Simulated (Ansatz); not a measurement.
CH2 (SMILES [CH2]) moved off its minimum; all values from Ansatz (a first-principles code), cores frozen in correlated methods. Open shells are unrestricted.
(charge 0, multiplicity 3)
```xyz
3

C      0.0421    -0.0022    -0.0476
H     -1.1173    -0.3060     0.0575
H      0.9750    -0.2842     0.1497
```

Forces at r2SCAN/def2-TZVPP (eV/Å):

| atom | Fx | Fy | Fz |
|---|---|---|---|
| C1 | -6.862 | 0.776 | -0.756 |
| H2 | 3.342 | 0.614 | -0.163 |
| H3 | 3.519 | -1.389 | 0.918 |

Task: Give the forces (eV/Å), the total energy and the dipole at CCSD(T)/aug-cc-pVTZ.

Result: 
```
atom      Fx      Fy      Fz
----  ------  ------  ------
C1    -6.844   0.844  -0.791
H2     3.316   0.581  -0.146
H3     3.528  -1.425   0.938
```
Energy -39.0646 hartree, dipole 0.52 D.
